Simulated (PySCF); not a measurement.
**H₅NCl+, a complex of two parts: interaction energy**

An exercise on one series of results from a longer session: the logs are not shown, and one member is left open.

Computed with PySCF 2.14.0; each step states its level. No surroundings beyond the atoms listed, unless a continuum is named. Atoms count from 0, parts from 1.

## Starting point

7 atoms, charge 1, multiplicity 1; geometry: GFN2-xTB. Parts: 1 = atoms 0–4, `[NH4+]`, charge 1; 2 = atoms 5–6, `Cl`, charge 0.

Set-up of the first run:

What the job is given:

```
{"job": {"xc": "PBE0", "basis": "def2-TZVPD", "d3": "d3bj", "grid": 3, "kind": "geom", "shake": 0.01}, "charge": 1, "multiplicity": 1, "parts": [{"atoms": "0-4", "charge": 1, "multiplicity": 1}, {"atoms": "5-6", "charge": 0, "multiplicity": 1}]}
N      0.001245     0.027048     0.060364
H      0.226154     0.668279    -0.722973
H      0.815596    -0.345113     0.451692
H     -0.612927    -0.741013    -0.305804
H     -0.520679     0.586294     0.759525
Cl    -1.744186    -2.207224    -0.989567
H     -2.092860    -2.638569     0.167050
```

Started as:

```sh
$ OMP_NUM_THREADS=1 python cluster_run.py task.json out
```

The driver reads the jobs from task.json and runs them one after another.

Steps of the session up to this table: Optimising the geometry at PBE0-D3(BJ)/def2-TZVPD; Coupled-cluster interaction energy: CCSD(T) and MP2, 2.17 Å; Coupled-cluster interaction energy: CCSD(T) and MP2, 2.28 Å; Coupled-cluster interaction energy: CCSD(T) and MP2, 2.39 Å; Coupled-cluster interaction energy: CCSD(T) and MP2, 2.06 Å; Coupled-cluster interaction energy: CCSD(T) and MP2, 2.71 Å; Coupled-cluster interaction energy: CCSD(T) and MP2, 1.95 Å; Coupled-cluster interaction energy: CCSD(T) and MP2, 3.25 Å.

One table of the session follows, with a row left open; its other results are not shown here.

It belongs to the step «Coupled-cluster interaction energy: CCSD(T) and MP2, 3.25 Å». 

```
                 method  interaction energy (kcal/mol)
         HF/aug-cc-pVDZ                          -4.08
        MP2/aug-cc-pVDZ                          -4.37
       CCSD/aug-cc-pVDZ                          -4.27
    CCSD(T)/aug-cc-pVDZ                          -4.32
         HF/aug-cc-pVQZ                          -4.05
        MP2/aug-cc-pVQZ                          -4.40
    SCS-MP2/aug-cc-pVQZ                          -4.28
      MP2, extrapolated                              ?
CCSD(T), limit estimate                          -4.36
```

**Question.** Estimate the row for MP2, extrapolated.

**Answer.** interaction energy (kcal/mol): -4.41. In the column «interaction energy (kcal/mol)» it is the lowest.
